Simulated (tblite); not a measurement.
Isomers of C4H6F (doublet state). Method: GFN2-xTB as coded in tblite; computed harmonic values from a numerical Hessian at the method's own geometry, unscaled. Errors from tens to a few hundred cm⁻¹ against measured bands are possible. One conformer each. Open shells enter through the occupations alone, without spin polarisation, and single modes of such species can be off by tens of per cent.

Electronic energies: GFN2-xTB at the same geometries; isomer energies are rough at this level and their order can be wrong.

```json
{"SMILES": "C[C]1C[C@@H]1F", "electronic energy, lowest = 0 (kJ/mol)": "59.9"}
{"SMILES": "[CH2][C@@H]1C[C@H]1F", "electronic energy, lowest = 0 (kJ/mol)": "38.4"}
{"SMILES": "[CH2]/C=C/CF", "electronic energy, lowest = 0 (kJ/mol)": "0.0"}
```

Problem. How do GFN2-xTB zero-point energies change the relative energies?

Solution. 
```
              SMILES  ZPE (kJ/mol)  of it from modes above 1550 cm⁻¹  electronic (kJ/mol)  with ZPE, lowest = 0 (kJ/mol)  lowest mode (cm⁻¹)  rings
        [CH2]/C=C/CF         222.6                             108.7                  0.0                            0.0                  88      0
[CH2][C@@H]1C[C@H]1F         223.7                             111.6                 38.4                           39.5                 240      1
      C[C]1C[C@@H]1F         224.7                             107.6                 59.9                           62.1                  87      1
```

The zero-point energies span 2.1 kJ/mol, from `[CH2]/C=C/CF` to `C[C]1C[C@@H]1F`. The order is unchanged.

Problem. What do entropy and thermal enthalpy add at 298.15 K and 1 bar (rigid rotor, harmonic oscillator, one conformer each)?

Solution. 
```json
{"SMILES": "[CH2]/C=C/CF", "point group": "Cs", "symmetry number": "1", "S (J/(mol K))": "323.2", "H − H(0) (kJ/mol)": "18.03", "ZPE + H − H(0) − TS (kJ/mol)": "144.2"}
{"SMILES": "[CH2][C@@H]1C[C@H]1F", "point group": "C1", "symmetry number": "1", "S (J/(mol K))": "309.7", "H − H(0) (kJ/mol)": "16.91", "ZPE + H − H(0) − TS (kJ/mol)": "148.3"}
{"SMILES": "C[C]1C[C@@H]1F", "point group": "C1", "symmetry number": "1", "S (J/(mol K))": "319.9", "H − H(0) (kJ/mol)": "17.52", "ZPE + H − H(0) − TS (kJ/mol)": "146.9"}
```

S holds R ln(2S + 1) for the spin.
